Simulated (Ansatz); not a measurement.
C3H6S (`C=CCS`), relaxed with RKS PBE-D4/def2-SVP in Ansatz 0.2.0 from a rough embedded geometry. The force threshold is 0.03 eV/Å; the program also tests the step.

The species carries charge 0 and has multiplicity 1.

Start:

```xyz
10

C     0.910   -1.140   -0.674
C     0.301   -0.024   -0.515
C    -0.141    0.443    0.817
S    -1.951    0.612    0.888
H     1.185   -1.857    0.123
H     1.273   -1.474   -1.719
H     0.105    0.646   -1.369
H     0.211   -0.132    1.639
H     0.230    1.499    0.960
H    -2.123    1.428   -0.151
```

| step | energy (eV) | largest force (eV/Å) | largest move (Å) |
| --- | --- | --- | --- |
| 1 | -14028.3912 | 5.004 | 0.000 |
| 2 | -14028.7108 | 1.350 | 0.087 |
| 3 | -14028.7279 | 0.321 | 0.091 |
| 4 | -14028.7432 | 0.150 | 0.041 |
| 5 | -14028.7449 | 0.130 | 0.057 |
| 6 | -14028.7458 | 0.034 | 0.015 |
| 7 | -14028.7460 | 0.013 | 0.006 |

End:

```xyz
10

C     0.986   -1.188   -0.709
C     0.328   -0.027   -0.542
C    -0.160    0.501    0.772
S    -2.006    0.566    0.895
H     1.218   -1.847    0.144
H     1.313   -1.525   -1.705
H     0.110    0.601   -1.425
H     0.151   -0.157    1.608
H     0.238    1.515    0.983
H    -2.178    1.561   -0.021
```

Run time 6.5 s (2 threads of a server CPU on a shared host); peak host memory 0.14 GiB.
